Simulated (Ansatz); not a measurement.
Input file:

```yaml
crystal:
  periodic: [false, false, false]
  atoms:
    - {symbol: Ge, position_ang: [0.000000, -0.026270, 0.000000]}
    - {symbol: H, position_ang: [0.000000, 0.946627, -0.983868]}
    - {symbol: H, position_ang: [0.000000, 0.946623, 0.983872]}
basis:
  gaussian: {orbitals: cc-pVDZ}
magnetization: {spin_polarized: false}
correlation: {method: ccsdt_q, electrons: outside_noble_gas}
```

```sh
$ ansatz run in.yaml --threads 1 --pin off --events-out ev --progress --plain --max-ram 2393MiB
```

The program prints:

```
718 factors; integrals over basis functions are off by at most 2.0e-7 eV
mean field evaluation 1: about -56501.8114 eV, gradient 7.1e0 eV
mean field evaluation 2: about -56501.8125 eV, gradient 7.1e0 eV
mean field evaluation 4: about -56502.0774 eV, gradient 3.6e-1 eV
mean field evaluation 8: about -56502.0792 eV, gradient 2.7e-6 eV
mean field -56502.07915940 eV, -2076.4131106232 hartree, gradient 3.0e-6 eV, S^2 0.000000; 0 other end points of the search recorded, 0 dependent functions left out; unrestricted orbitals would lower it
mean field evaluation 16: about -56502.1272 eV, gradient 4.3e0 eV
14 core orbitals not correlated: weight in the atoms' cores, before any rotation towards them, 0.999 or more for the frozen orbitals, at most 0.001 for the correlated occupied ones
reference -56502.07915940 eV, -2076.4131106232 hartree; 3, 3 occupied and 20, 20 virtual orbitals, 718 factors
second order -2.25121691 eV of doubles, -0.00000000 eV of singles
cycle   1  -2.72992900 eV  change   -4.8e-1 eV  update   6.0e-2
cycle   2  -2.97998685 eV  change   -2.5e-1 eV  update   2.7e-2
cycle   3  -2.99230279 eV  change   -1.2e-2 eV  update   9.5e-3
cycle   4  -2.99463975 eV  change   -2.3e-3 eV  update   4.2e-3
cycle   5  -2.99349949 eV  change    1.1e-3 eV  update   1.8e-3
cycle   6  -2.99400336 eV  change   -5.0e-4 eV  update   6.6e-4
cycle   7  -2.99432902 eV  change   -3.3e-4 eV  update   1.9e-4
cycle   8  -2.99421641 eV  change    1.1e-4 eV  update   5.6e-5
cycle   9  -2.99420257 eV  change    1.4e-5 eV  update   1.3e-5
cycle  10  -2.99421101 eV  change   -8.4e-6 eV  update   4.0e-6
cycle  11  -2.99421123 eV  change   -2.2e-7 eV  update   1.4e-6
cycle  12  -2.99421120 eV  change    3.0e-8 eV  update   5.2e-7
perturbative correction -0.00192878 eV, -0.0000708813 hartree
Total energy: -56505.07529938 eV, -2076.5232167365 hartree
```

For the same geometry and basis full CI lies 0.5 meV lower.

Ran on 1 thread of Intel Xeon Platinum 8259CL, shared host: 1.5 s wall, 0.15 GiB peak host memory.
